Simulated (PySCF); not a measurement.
Q: Write Cartesian coordinates for `C(C#[C-])N=C` as optimised with GFN2-xTB. (Charge -1.)

A: 
```
atom  x, y, z in Å
C1    -2.187    1.708   -0.628
C2    -1.443    0.751   -0.479
C3    -0.659   -0.497   -0.191
N4     0.685   -0.264   -0.551
C5     1.547    0.033    0.329
H6    -1.048   -1.319   -0.818
H7    -0.781   -0.775    0.884
H8     2.537    0.342    0.012
H9     1.363    0.026    1.416
```

Any rigid rotation of these coordinates is as good. Atoms count from 1 in this order. The C–N distances run from 1.268 Å (N4=C5, drawn double) to 1.410 Å (C3–N4, drawn single), a spread of 0.142 Å. Of the pairs four or more bonds apart, H7···H9 is among the closest relative to their van der Waals radii: 2.35 Å, 98 % of the sum of Bondi's values. C5 (imine carbon) is planar (angles 124.7°, 119.0° and 116.3°, sum 360.0°, 0.01 Å off the plane of its three neighbours). The 2 C–C bonds span 1.220 Å (C1≡C2, drawn triple) to 1.503 Å (C2–C3, drawn single), a spread of 0.283 Å.

Bonds between heavy atoms (Å): C1≡C2 1.220, C2–C3 1.503, C3–N4 1.410, N4=C5 1.268.

Computed geometry: GFN2-xTB, gas phase.

Point group: C1 (no symmetry element, even within 0.4 Å). Whether it is a minimum is left open (no frequencies). Torsions: C2–C3–N4–C5 99°.

One conformer stands for the species.
